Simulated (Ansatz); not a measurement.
We consider diamond, described by LDA in Ansatz (PAW).

Numerical settings: plane-wave cutoff 500 eV, 12×12×1 k mesh (along the axes of the cell as run), gaussian smearing 0.02 eV, scalar-relativistic PAW data made under PBE.

Q: Predict the surface energy of the (111) face.

A: 
* **surface energy of the (111) face**: 6.41 J/m²

The slab of 12 atoms is relaxed and unreconstructed.

Computed values are for the static lattice.

Ansatz is a program for electronic structure.
